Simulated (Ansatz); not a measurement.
The inner images of a band of CH6AlCl (9 atoms, charge 0, multiplicity 1) are given out of order.

Theory: Ansatz 0.2.0, RKS PBE-D4/6-31G*.

First end point:

```xyz
9
Properties=species:S:1:pos:R:3
Al -0.001 0.005 0.251
C 0.037 0.294 2.212
H -0.905 -0.006 2.708
H 0.875 -0.230 2.706
H 0.172 1.369 2.441
H 1.380 -0.101 -0.569
H -1.370 0.233 -0.563
Cl -0.321 -2.671 0.580
H -0.368 -2.580 1.877
```

Last end point:

```xyz
9
Properties=species:S:1:pos:R:3
Al -0.081 -0.625 -0.244
C -0.023 -0.094 2.569
H -0.934 0.164 3.127
H 0.845 -0.167 3.240
H 0.177 0.707 1.834
H 1.394 -0.045 -0.405
H -1.431 0.213 -0.360
Cl -0.274 -2.752 -0.225
H -0.175 -1.089 2.108
```

Task: Put them in order from the first end to the last, with their energies above the first end.
A.
```xyz
9
Properties=species:S:1:pos:R:3
Al -0.038 -0.296 0.141
C -0.029 -0.083 2.281
H -0.973 -0.138 2.839
H 0.824 -0.396 2.899
H 0.143 1.022 2.158
H 1.417 -0.061 -0.464
H -1.401 0.257 -0.473
Cl -0.295 -2.634 0.580
H -0.150 -1.360 1.683
```
B.
```xyz
9
Properties=species:S:1:pos:R:3
Al -0.025 -0.145 0.219
C -0.006 0.058 2.236
H -0.952 -0.102 2.784
H 0.826 -0.371 2.823
H 0.166 1.155 2.279
H 1.402 -0.105 -0.504
H -1.402 0.229 -0.505
Cl -0.318 -2.688 0.677
H -0.194 -1.720 1.635
```
C.
```xyz
9
Properties=species:S:1:pos:R:3
Al -0.014 -0.048 0.225
C 0.012 0.183 2.205
H -0.941 -0.064 2.710
H 0.834 -0.341 2.730
H 0.181 1.257 2.412
H 1.386 -0.108 -0.559
H -1.386 0.237 -0.560
Cl -0.334 -2.680 0.651
H -0.240 -2.124 1.829
```
D.
```xyz
9
Properties=species:S:1:pos:R:3
Al -0.074 -0.580 -0.148
C -0.025 -0.108 2.491
H -0.959 -0.024 3.062
H 0.846 -0.264 3.142
H 0.128 0.820 1.913
H 1.407 -0.049 -0.399
H -1.404 0.265 -0.385
Cl -0.308 -2.708 0.071
H -0.114 -1.041 1.897
```
E.
```xyz
9
Properties=species:S:1:pos:R:3
Al -0.061 -0.467 0.000
C -0.030 -0.129 2.384
H -0.975 -0.125 2.938
H 0.837 -0.377 3.006
H 0.136 0.903 2.013
H 1.412 -0.038 -0.431
H -1.404 0.278 -0.428
Cl -0.298 -2.642 0.385
H -0.119 -1.092 1.777
```

Result: C (+0.044 eV), B (+0.103 eV), A (-0.227 eV), E (-1.335 eV), D (-1.736 eV).

The run took 79 s on 1 thread of Arm Neoverse V2, with other jobs on the host, peak memory 0.12 GiB.
